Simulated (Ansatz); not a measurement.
ClH, a composite energy at a relaxed geometry

Program: Ansatz's Python interface.

Script `composite_clh.py`:
```python
"""A composite energy for ClH: DFT geometry, MP2 basis limit, coupled-cluster correction."""

import itertools

import ansatz as az
from ase import Atoms
from ase.data import atomic_numbers, covalent_radii
import numpy as np

BASIS = "def2-SVP"
XC = "b3lyp"

atoms = Atoms(["H", "Cl"], positions=[
    (0.0, 0.0, 0.0),
    (0.0, 0.0, 1.29),
])
system = az.Crystal.molecule_from_ase(atoms)

model = system.calculation().basis(gaussian=BASIS).functional(XC)
symbols = [site.symbol for site in system.cartesian_sites]
start = np.array([site.position_ang for site in system.cartesian_sites], dtype=float)
summary = model.relax(force_tolerance=0.01).run(threads=1).report
end = np.array(summary["positions_ang"])
# pairs closer than 1.2 times the sum of covalent radii, before or after
radius = [covalent_radii[atomic_numbers[s]] for s in symbols]
span = lambda where, i, j: np.linalg.norm(where[i] - where[j])
bonded = [(i, j) for i, j in itertools.combinations(range(len(symbols)), 2) if min(span(start, i, j), span(end, i, j)) < 1.2 * (radius[i] + radius[j])]
print("pair        before    after (A)")
for i, j in bonded:
    print(f"{symbols[i]}{i}-{symbols[j]}{j}".ljust(10), f"{span(start, i, j):8.4f} {span(end, i, j):8.4f}")

minimum = az.Crystal.molecule()
for symbol, place in zip(symbols, end):
    minimum = minimum.atom(symbol, place.tolist())
at_minimum = minimum.calculation()
# MP2 extrapolated to the basis limit, plus the small-basis difference CCSD(T) - MP2
level = lambda method, basis: at_minimum.basis(gaussian=basis).correlation(method).run(threads=1).report
small, large, cluster = level("mp2", "cc-pVDZ"), level("mp2", "cc-pVTZ"), level("ccsd_t", "cc-pVDZ")
corr = lambda each: (each["free_energy_ev"] - each["reference_energy_ev"]) / 27.211386246
mp2_limit = (27 * corr(large) - 8 * corr(small)) / 19
pieces = {"HF / cc-pVTZ": large["reference_energy_ev"] / 27.211386246, "MP2 correlation, DZ-TZ limit": mp2_limit, "CCSD(T) - MP2 / cc-pVDZ": corr(cluster) - corr(small)}
for name, value in pieces.items():
    print(f"{name:32s} {value:14.6f} Ha")
print(f"{'sum':32s} {sum(pieces.values()):14.6f} Ha")
print("T1 diagnostic", round(cluster["correlation"]["coupled_cluster"]["t1_diagnostic"], 4))
```

Output of `python composite_clh.py`:
```text
pair        before    after (A)
H0-Cl1       1.2900   1.2898
HF / cc-pVTZ                        -460.106535 Ha
MP2 correlation, DZ-TZ limit          -0.226454 Ha
CCSD(T) - MP2 / cc-pVDZ               -0.018823 Ha
sum                                 -460.351812 Ha
T1 diagnostic 0.0046
```

Reading the output:
- Total energies depend on the basis set; only differences at equal settings carry meaning.
- The sum leaves out core correlation, relativity, the Hartree-Fock basis error and zero-point energy; a DZ-TZ extrapolation is rough.
- b3lyp holds the VWN-RPA fit, as in Gaussian; the form of ORCA and Turbomole is b3lyp5.
- Inner cores stay frozen, so this is valence correlation.
- For Al to Cl the sets with a tight d function, cc-pV(X+d)Z, are usual.
- An extrapolation from small basis sets is rough.
- Hardware and time: 1.3 s on 1 thread of Arm Neoverse V2 (shared host), peak memory 0.15 GiB.
